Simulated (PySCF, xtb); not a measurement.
SiCl4, SMILES Cl[Si](Cl)(Cl)Cl.

GFN2-xTB (xtb 6.7.1) at its own geometry gives an orbital gap of 7.14 eV and a dipole moment of 0.00 D.

Geometry: B3LYP-D3(BJ)/def2-SVP. The isomer is the one that the SMILES or the coordinates give; other isomers of the formula were not compared.

Task: What does CAM-B3LYP/def2-TZVP in PySCF give? (Estimate from the structure and the level; the computed values follow.)

Result: gap 11.11 eV (levels -10.92 and 0.19 eV), dipole 0.00 D.
